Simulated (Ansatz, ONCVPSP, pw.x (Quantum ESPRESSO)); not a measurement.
What a changed setting does to a pw.x run (bcc W)

Potential: optimised norm-conserving Vanderbilt (ONCV), ONCVPSP 4.0.1.1 (patched build), PBE; core [Kr] 4d10 4f14, reference 5s2 5p6 5d4 6s2; waves: 5s+6s: rc 2.10 bohr, ncon 4, nbas 8, qcut 6.7 1/bohr, 2 projectors; 5p: rc 1.55 bohr, ncon 3, nbas 6, qcut 10.5 1/bohr, 3 projectors, debl 2.4 Ha; 5d: rc 2.70 bohr, ncon 5, nbas 9, qcut 4.8 1/bohr, 1 projector; local part: polynomial inside 1.20 bohr (lpopt 3, dvloc0 0 Ha); core correction: none.

The reference run (k-mesh 14³, cutoffs 90/360 Ry, Fermi–Dirac 0.01 Ry, mixing_beta 0.4, conv_thr 1e-9, no spin) gives -2.30 GPa at 16.130 Å³/atom, where all-electron LAPW gives 0.30 GPa. This run, with its own iteration cap, changes nspin = 2 with starting_magnetization to -0.3.

```
&control
  calculation='scf', prefix='x', pseudo_dir='./', outdir='./tmp', tstress=.true., disk_io='none'
/
&system
  ibrav=0, nat=1, ntyp=1, ecutwfc=90, ecutrho=360, nbnd=15,
  occupations='smearing', smearing='fd', degauss=0.01, nspin=2, starting_magnetization(1)=-0.3
/
&electrons
  conv_thr=1e-09, mixing_beta=0.4, electron_maxstep=50
/
ATOMIC_SPECIES
W 1.0 W.UPF
CELL_PARAMETERS angstrom
  -1.59168867 1.59168867 1.59168867
  1.59168867 -1.59168867 1.59168867
  1.59168867 1.59168867 -1.59168867
ATOMIC_POSITIONS crystal
W 0.0000 0.0000 0.0000
K_POINTS automatic
14 14 14 0 0 0
```

```bash
pw.x < W.scf.in > W.scf.out
```

Question: How does the run end?

Answer: It converges in 9 iterations; the free energy moves by +0.0 meV/atom and the pressure by +0.01 GPa. The result is that of the reference run.

```
Message from routine setup:
     using ibrav=0 with symmetry is DISCOURAGED, use correct ibrav instead
     lattice parameter (alat)  =       5.2098  a.u.
     unit-cell volume          =     108.8506 (a.u.)^3
     number of electrons       =        14.00
     number of Kohn-Sham states=           15
     kinetic-energy cutoff     =      90.0000  Ry
     charge density cutoff     =     360.0000  Ry
     scf convergence threshold =      1.0E-09
     Exchange-correlation= PBE
     atomic species   magnetization
     number of k points=   104  Fermi-Dirac smearing, width (Ry)=  0.0100
     iteration #  1     ecut=    90.00 Ry     beta= 0.40
     total energy              =    -136.45825677 Ry
     estimated scf accuracy    <       0.15103705 Ry
     total magnetization       =    -0.63 Bohr mag/cell
     absolute magnetization    =     0.63 Bohr mag/cell
     iteration #  2     ecut=    90.00 Ry     beta= 0.40
     total energy              =    -136.53552396 Ry
     estimated scf accuracy    <       0.05663373 Ry
     total magnetization       =    -0.37 Bohr mag/cell
     absolute magnetization    =     0.37 Bohr mag/cell
     iteration #  3     ecut=    90.00 Ry     beta= 0.40
     total energy              =    -136.54586077 Ry
     estimated scf accuracy    <       0.00183174 Ry
     total magnetization       =    -0.08 Bohr mag/cell
     absolute magnetization    =     0.08 Bohr mag/cell
     [... 3 iterations left out ...]
     iteration #  7     ecut=    90.00 Ry     beta= 0.40
     total energy              =    -136.54657362 Ry
     estimated scf accuracy    <       0.00000007 Ry
     total magnetization       =    -0.00 Bohr mag/cell
     absolute magnetization    =     0.00 Bohr mag/cell
     iteration #  8     ecut=    90.00 Ry     beta= 0.40
     total energy              =    -136.54657379 Ry
     estimated scf accuracy    <          3.1E-09 Ry
     total magnetization       =     0.00 Bohr mag/cell
     absolute magnetization    =     0.00 Bohr mag/cell
     iteration #  9     ecut=    90.00 Ry     beta= 0.40
     the Fermi energy is    22.1461 ev
!    total energy              =    -136.54657380 Ry
     estimated scf accuracy    <          7.4E-10 Ry
     smearing contrib. (-TS)   =      -0.00243523 Ry
     The total energy is F=E-TS. E is the sum of the following terms:
     one-electron contribution =     -18.89477939 Ry
     hartree contribution      =      16.13155678 Ry
     xc contribution           =     -15.20977487 Ry
     ewald contribution        =    -118.57114108 Ry
     total magnetization       =     0.00 Bohr mag/cell
     absolute magnetization    =     0.00 Bohr mag/cell
     convergence has been achieved in   9 iterations
          total   stress  (Ry/bohr**3)                   (kbar)     P=      -22.86
     Message from routine punch:
     Nothing written, as per user request (disk_io='none')
```

The run took about 36 s on one core of a shared host (Neoverse-V2, 192 threads, 742 GiB, load 29).
